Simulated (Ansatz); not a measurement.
**C2H5Cl, singlet: reading a ladder of total energies**

Geometry: MP2(full)/6-31G*, from the G2/97 set.

```xyz
8

C     0.0947    0.8946    0.0000
C     1.6005    0.7348    0.0000
Cl   -0.7289   -0.6930    0.0000
H    -0.2503    1.4286    0.8852
H    -0.2503    1.4286   -0.8852
H     2.0716    1.7218    0.0000
H     1.9339    0.1912    0.8854
H     1.9339    0.1912   -0.8854
```

Basis STO-3G; Ansatz 0.2.0. Only valence electrons are correlated (noble-gas cores frozen), which leaves 20 electrons in 17 orbitals. R marks a restricted (for open shells ROHF) determinant.

Full CI isn't at hand for all of this; RCCSDTQ serves as the reference, and is uncertain by about the last step of the cluster series.

Runs differ by some tens of microhartree through their thresholds, so steps under 0.03 kcal/mol mean nothing.

```csv
level,total energy (hartree)
RHF,-532.305395
RMP2,-532.418444
RCCSD,-532.456468
RCCSD(T),-532.457357
RCCSDT,-532.457566
RCCSDT(Q),-532.457688
RCCSDTQ,-532.457704
```

**Question.** What is the correlation energy at RCCSDTQ, and what share of it do RMP2 and RCCSD recover?

**Answer.** E(corr) = -532.457704 − (-532.305395) = -0.152309 hartree = -4.145 eV. RMP2: -0.113049 / -0.152309 = 74.22 %. RCCSD: -0.151073 / -0.152309 = 99.19 %.

**Question.** By how many kcal/mol does RCCSD(T) miss RCCSDTQ (1 hartree = 627.509 kcal/mol), and which steps make up the rest?

**Answer.** -532.457357 − (-532.457704) = 0.000347 hartree = 0.22 kcal/mol. Steps: RCCSDT − RCCSD(T) = -0.13, RCCSDT(Q) − RCCSDT = -0.08, RCCSDTQ − RCCSDT(Q) = -0.01 kcal/mol. That is within 1 kcal/mol of the reference in this basis, which itself misses far more of the correlation at the basis-set limit.
